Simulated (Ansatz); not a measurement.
Input file:

```yaml
crystal:
  periodic: [false, false, false]
  atoms:
    - {symbol: H, position_ang: [0.000000, 0.000000, -1.100667]}
    - {symbol: H, position_ang: [0.000000, 0.000000, 0.065333]}
    - {symbol: F, position_ang: [0.000000, 0.000000, 1.035333]}
basis:
  gaussian: {orbitals: def2-mTZVP}
magnetization: {spin_polarized: false, initial_magnetization: 1}
correlation: {method: fic_mrcisd_q_relaxed, electrons: all, active_space: {window: {electrons: 1, orbitals: 3}}}
scf: {lower_state_search: off}
```

```sh
$ ansatz run in.yaml --threads 1 --pin off --events-out ev --progress --plain --max-ram 2393MiB
```

Question: Roughly how long does this take on 1 thread of Arm Neoverse V1, shared host, and how much host memory?

Answer: 0.33 s wall and 0.21 GiB.

```
these checks for a lower state are left out or cut short: stability, starts, cluster_reference, orbital_swaps, neighbouring_geometries, increment
220 factors; integrals over basis functions are off by at most 1.7e-3 eV
mean field evaluation 1: about -2733.9238 eV, gradient 2.5e1 eV
mean field evaluation 2: about -2733.9248 eV, gradient 2.5e1 eV
mean field evaluation 4: about -2735.5963 eV, gradient 2.0e0 eV
mean field evaluation 8: about -2735.6359 eV, gradient 5.6e-2 eV
mean field -2735.63593339 eV, -100.5327662713 hartree, gradient 2.9e-6 eV, S^2 0.750000; 0 other end points of the search recorded, 0 dependent functions left out
reference -2735.63593339 eV, -100.5327662713 hartree; 6, 5 occupied and 19, 20 virtual orbitals, 220 factors
state -2735.63593339 eV, -100.5327662713 hartree
contracted CI cycle   1: correlation 0.00000000 eV, 0.0000000000 hartree, residual 4.89e1 eV
contracted CI cycle   2: correlation -5.91347428 eV, -0.2173161715 hartree, residual 5.15e0 eV
contracted CI cycle   3: correlation -6.05260704 eV, -0.2224292060 hartree, residual 1.32e0 eV
contracted CI cycle   4: correlation -6.06293508 eV, -0.2228087546 hartree, residual 3.10e-1 eV
contracted CI cycle   5: correlation -6.06365196 eV, -0.2228350995 hartree, residual 1.07e-1 eV
contracted CI cycle   6: correlation -6.06374003 eV, -0.2228383359 hartree, residual 2.81e-2 eV
contracted CI cycle   7: correlation -6.06374838 eV, -0.2228386429 hartree, residual 1.15e-2 eV
contracted CI cycle   8: correlation -6.06374910 eV, -0.2228386693 hartree, residual 2.42e-3 eV
contracted CI cycle   9: correlation -6.06374914 eV, -0.2228386708 hartree, residual 6.57e-4 eV
state -2735.63593339 eV, -100.5327662713 hartree; corrected -2741.98630259 eV, -100.7661380351 hartree
WARN: 2 active orbitals are nearly empty or full. The corrections depend on them more than the energy does, and are more stable in an active space without them
Total energy: -2741.98630259 eV, -100.7661380351 hartree
Checks for a lower state left out: stability, starts, cluster_reference, orbital_swaps, neighbouring_geometries, increment
```
